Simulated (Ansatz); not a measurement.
hcp Y was calculated with B3LYP (VWN-RPA form) (plane waves, PAW; Ansatz, an electronic-structure program).

Numerical settings: plane-wave cutoff 460 eV, 9×9×6 k mesh (along the axes of the cell as run), Fermi–Dirac smearing 0.05 eV, scalar-relativistic PAW data made under PBE.

Computed at the level's own relaxed cell.

### Question
Give the computed lattice parameter a and lattice parameter c.

### Answer

lattice parameter a: 3.720 Å
lattice parameter c: 5.669 Å

Measured, for comparison: lattice constant a 3.648 Å, lattice parameter c 5.732 Å (293 K, no zero-point or thermal correction; as tabulated in Wikipedia's data pages). Computed (rounded) less measured: lattice constant a +2.0 %, lattice parameter c -1.1 %. A static lattice is as a rule a little smaller and stiffer than an uncorrected measurement, which narrows the difference in the lattice parameter c and would widen misses of the other sign.

The computed numbers hold no vibrational or temperature effects.
